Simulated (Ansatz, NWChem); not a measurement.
## Heat of formation of C2H2 (acetylene) from total energies

C2H2: 4 atoms, total charge 0, spin state singlet. SMILES: `C#C`. The coordinates come from a PBE0-D4/def2-TZVP relaxation.

```xyz
4

C     0.1555   -0.5421    0.2004
C    -0.1555    0.5421   -0.2004
H     0.4322   -1.5065    0.5569
H    -0.4322    1.5065   -0.5569
```

Total energies at B3LYP/6-31G* (spherical functions) (NWChem 7.3.0); the atoms run unrestricted:

| species | state | energy (Eh) |
| --- | --- | --- |
| C2H2 | singlet | -77.323662 |
| C | triplet | -37.844694 |
| H | doublet | -0.500273 |

Harmonic wavenumbers at PBE0-D4/def2-TZVP, in cm⁻¹: 636, 636, 772, 772, 2084, 3427, 3528.

Measured heats of formation of the gaseous atoms at 298.15 K, in kJ/mol: C 716.9, H 218.0. Take 1 Eh = 2625.50 kJ/mol, 1 cm⁻¹ = 0.0119627 kJ/mol, RT = 2.479 kJ/mol.

What heat of formation follows?


1. Electronic atomisation energy: 2 × (-37.844694) + 2 × (-0.500273) − (-77.323662) = 0.633728 Eh = 1663.9 kJ/mol.
2. Zero-point energy: half the sum of the wavenumbers, 5927.5 cm⁻¹ = 70.9 kJ/mol.
3. Thermal vibrational enthalpy, Σ hcν̃/(exp(hcν̃/kT) − 1): 1.2 kJ/mol. Translation, rotation and pV of a linear molecule: 3.5 RT = 8.7 kJ/mol.
4. The 4 free atoms carry 5/2 RT each: 24.8 kJ/mol.
5. Atomisation enthalpy at 298 K: 1663.9 − 70.9 − 1.2 − 8.7 + 24.8 = 1607.9 kJ/mol.
6. Sum of the atoms' heats of formation: 1869.8 kJ/mol. Heat of formation: 1869.8 − 1607.9 = +261.9 kJ/mol.

The tabulated value is +228.3 kJ/mol (Active Thermochemical Tables), so this level is off by +33.6 kJ/mol, or 2.0 % of the atomisation enthalpy. Anharmonicity and any spin-orbit splitting of the molecule are left out.
